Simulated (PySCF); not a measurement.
PySCF input (HF/def2-SVP):

```python
import numpy as np, basis_set_exchange as bse
from pyscf import gto, scf, dft, df

basis = {'C': gto.basis.parse(bse.get_basis('def2-SVP', elements=['C'], fmt='nwchem')), 'Cl': gto.basis.parse(bse.get_basis('def2-SVP', elements=['Cl'], fmt='nwchem')), 'H': gto.basis.parse(bse.get_basis('def2-SVP', elements=['H'], fmt='nwchem'))}
mol = gto.M(
    atom='''
    C    -0.11694774    1.03088931   -0.00007554
    C     1.22198947    1.09440150    0.02281699
    Cl   -0.60067191   -0.88892025   -0.01186726
    H     1.92742678    0.26300953    0.03327278
    H     1.65374524    2.09688986    0.03202189
    ''',
    basis=basis,
    charge=-1,
    verbose=4,
    max_memory=8640,
)
mf = scf.RHF(mol)
mf = mf.density_fit(auxbasis='cc-pvtz-jkfit')
mf.conv_tol = 1e-9
mf.max_cycle = 100
print('smallest overlap eigenvalue', np.linalg.eigvalsh(mol.intor('int1e_ovlp'))[0])
mf.kernel()
dip = mf.dip_moment()
```

Output:

```
PySCF version 2.14.0

[INPUT] verbose = 4
[INPUT] num. atoms = 5
[INPUT] num. electrons = 32
[INPUT] charge = -1
[INPUT] spin (= nelec alpha-beta = 2S) = 0
[INPUT] symmetry False subgroup None
[INPUT] Mole.unit = angstrom
[INPUT] Symbol           X                Y                Z      unit          X                Y                Z       unit  Magmom
[INPUT]  1 C     -0.116947740000   1.030889310000  -0.000075540000 AA   -0.220999199487   1.948098460642  -0.000142749911 Bohr   0.0
[INPUT]  2 C      1.221989470000   1.094401500000   0.022816990000 AA    2.309225425402   2.068119105313   0.043117862087 Bohr   0.0
[INPUT]  3 Cl    -0.600671910000  -0.888920250000  -0.011867260000 AA   -1.135105400619  -1.679815819080  -0.022425871249 Bohr   0.0
[INPUT]  4 H      1.927426780000   0.263009530000   0.033272780000 AA    3.642308739352   0.497015979851   0.062876441603 Bohr   0.0
[INPUT]  5 H      1.653745240000   2.096889860000   0.032021890000 AA    3.125125583403   3.962547548778   0.060512602091 Bohr   0.0

nuclear repulsion = 76.2471863801739
number of shells = 26
number of NR pGTOs = 98
number of NR cGTOs = 56
basis = {'C': [[0, [1238.4016938, 0.0054568832082], [186.29004992, 0.040638409211], [42.251176346, 0.18025593888], [11.676557932, 0.46315121755], [3.5930506482, 0.44087173314]], [0, [0.40245147363, 1.0]], [0, [0.13090182668, 1.0]], [1, [9.4680970621, 0.038387871728], [2.0103545142, 0.21117025112], [0.54771004707, 0.51328172114]], [1, [0.15268613795, 1.0]], [2, [0.8, 1.0]]], 'Cl': [[0, [10449.827566, 0.0019708362484], [1571.7365221, 0.014754727977], [357.12065523, 0.066679112875], [100.25185935, 0.17228924084], [30.812727554, 0.158837861]], [0, [51.923789434, -0.10009298909], [5.7045760975, 0.60841752753], [2.3508376809, 0.54352153355]], [0, [0.44605124672, 1.0]], [0, [0.1684885619, 1.0]], [1, [307.66790569, -0.0087801484118], [72.102015515, -0.063563355471], [22.532680262, -0.24016428276], [7.8991765444, -0.47798866557], [2.8767268321, -0.38515850005]], [1, [0.77459363955, 1.0]], [1, [0.21037699698, 1.0]], [2, [0.65, 1.0]]], 'H': [[0, [13.010701, 0.019682158], [1.9622572, 0.13796524], [0.44453796, 0.47831935]], [0, [0.12194962, 1.0]], [1, [0.8, 1.0]]]}
ecp = {}
smallest overlap eigenvalue 0.004101618946522006

******** <class 'pyscf.df.df_jk.DFRHF'> ********
method = DFRHF
initial guess = minao
damping factor = 0
level_shift factor = 0
DIIS = <class 'pyscf.scf.diis.CDIIS'>
diis_start_cycle = 1
diis_space = 8
diis_damp = 0
SCF conv_tol = 1e-09
SCF conv_tol_grad = None
SCF max_cycles = 100
direct_scf = False
Set gradient conv threshold to 3.16228e-05
Initial guess from minao.
******** <class 'pyscf.df.df.DF'> ********
auxbasis = cc-pvtz-jkfit
init E= -536.052994050116
  HOMO = -0.21569953662764  LUMO = 0.0635467024653047  gap/eV = 7.59868
cycle= 1 E= -536.069693703838  delta_E= -0.0167  |g|= 0.312  |ddm|= 2.32
  HOMO = -0.0896865029814387  LUMO = 0.377016115619481  gap/eV = 12.69963
cycle= 2 E= -536.103670271969  delta_E= -0.034  |g|= 0.104  |ddm|= 0.596
  HOMO = -0.11401515852098  LUMO = 0.390982316186979  gap/eV = 13.74168
cycle= 3 E= -536.107151753508  delta_E= -0.00348  |g|= 0.0309  |ddm|= 0.203
  HOMO = -0.119343115543175  LUMO = 0.392056350292871  gap/eV = 13.91589
cycle= 4 E= -536.10778314013  delta_E= -0.000631  |g|= 0.00968  |ddm|= 0.125
  HOMO = -0.117486109414737  LUMO = 0.393145429730847  gap/eV = 13.89499
cycle= 5 E= -536.107850230273  delta_E= -6.71e-05  |g|= 0.00404  |ddm|= 0.0375
  HOMO = -0.118471581989025  LUMO = 0.393091466217523  gap/eV = 13.92034
cycle= 6 E= -536.107868150473  delta_E= -1.79e-05  |g|= 0.00154  |ddm|= 0.0252
  HOMO = -0.118438096708214  LUMO = 0.39326980142088  gap/eV = 13.92428
cycle= 7 E= -536.107870997564  delta_E= -2.85e-06  |g|= 0.000585  |ddm|= 0.0076
  HOMO = -0.118572656457062  LUMO = 0.393333108660576  gap/eV = 13.92967
cycle= 8 E= -536.107871270743  delta_E= -2.73e-07  |g|= 0.000181  |ddm|= 0.00215
  HOMO = -0.118566241747839  LUMO = 0.393328563871625  gap/eV = 13.92937
cycle= 9 E= -536.107871296432  delta_E= -2.57e-08  |g|= 4.95e-05  |ddm|= 0.000654
  HOMO = -0.118568503022156  LUMO = 0.39333287592244  gap/eV = 13.92955
cycle= 10 E= -536.107871299183  delta_E= -2.75e-09  |g|= 1.97e-05  |ddm|= 0.0002
  HOMO = -0.118565917664152  LUMO = 0.393332396387323  gap/eV = 13.92946
cycle= 11 E= -536.107871299564  delta_E= -3.81e-10  |g|= 4.52e-06  |ddm|= 6.98e-05
  HOMO = -0.118565688565339  LUMO = 0.393332348250437  gap/eV = 13.92946
Extra cycle  E= -536.107871299582  delta_E= -1.83e-11  |g|= 2.2e-06  |ddm|= 1e-05
converged SCF energy = -536.107871299582

WARN: System has nonzero charge -1; the dipole moment is origin-dependent.
Location of origin: [0. 0. 0.]

Dipole moment(X, Y, Z, Debye):  1.46820, -1.63632,  0.02194
```
